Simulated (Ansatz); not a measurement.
**SiHCl (triplet): wB97M-V, B2PLYP, RPA-PBE over a scan of the distance Cl1–H2 along a hydrogen transfer, cc-pVDZ**

One table from this session's results is given with a row withheld; the runs are named, their logs left out.

The runs use Ansatz 0.2.0, Gaussian basis; cc-pVDZ, all electrons in the functionals, frozen cores in the correlation of double hybrids and RPA.

The runs, in order: wB97M-V, B2PLYP, RPA-PBE, at 1.279 Å; 1.392 Å; 1.619 Å; 1.845 Å; 2.072 Å.

## The geometry

The geometry derives from fragments relaxed apart (PBE0/def2-TZVP) and kept rigid, so it is no stationary point. A hydrogen atom is moved between rigid fragments.

3 atoms, charge 0, spin multiplicity 3.

Atoms are counted from 1 here; the program's logs count them from 0.

Bond lengths: Cl1–H2 1.279 Å.

No dispersion term is added; wB97M-V holds VV10 nonlocal correlation.

The geometry shown and the zero of energy belong to the point 1.279 Å. The yardstick, RCCSDTQ, and other wave-function levels (R restricted, U unrestricted, valence and pair active spaces) come from earlier runs.

The first run:

Contents of in.yaml:

```yaml
crystal:
  periodic: [false, false, false]
  atoms:
    - {symbol: Cl, position_ang: [0.000000, 0.000000, -1.596933]}
    - {symbol: H, position_ang: [0.000000, 0.000000, -0.318133]}
    - {symbol: Si, position_ang: [0.000000, 0.000000, 1.915067]}
basis:
  gaussian: {orbitals: cc-pVDZ}
magnetization: {spin_polarized: true, initial_magnetization: 2}
hamiltonian: {xc: {name: wB97M-V}}
output: {orbitals: {seedname: orbitals}}
```

Started as:

```
> ansatz run in.yaml --threads 1 --pin off --events-out ev --progress --plain --max-ram 4096MiB --backend cpu
```

Steps of the session up to this table: wB97M-V, 1.279 Å; wB97M-V, 1.392 Å; wB97M-V, 1.619 Å; wB97M-V, 1.845 Å; wB97M-V, 2.072 Å; B2PLYP, 1.279 Å; B2PLYP, 1.392 Å; B2PLYP, 1.619 Å; B2PLYP, 1.845 Å; B2PLYP, 2.072 Å; RPA-PBE, 1.279 Å; RPA-PBE, 1.392 Å; RPA-PBE, 1.619 Å; RPA-PBE, 1.845 Å; RPA-PBE, 2.072 Å.

One table of the session follows, with a row left open; its other results are not shown here.

| level | 1.392 Å | 1.619 Å | 1.845 Å | 2.072 Å |
| --- | --- | --- | --- | --- |
| RCCSDTQ | ? | ? | ? | ? |
| wB97M-V | 0.028 | 0.443 | 0.734 | 1.092 |
| B2PLYP | 0.032 | 0.432 | 0.696 | 1.038 |
| RPA-PBE | 0.067 | 0.515 | 0.760 | 1.034 |

Estimate the missing values for RCCSDTQ.

**Answer.** 1.392 Å: 0.078; 1.619 Å: 0.583; 1.845 Å: 0.902; 2.072 Å: 1.220. In the column «1.392 Å» it is the highest.

Caveats from the session: Energies in eV, counted from 1.279 Å; blanks weren't run or aren't comparable.
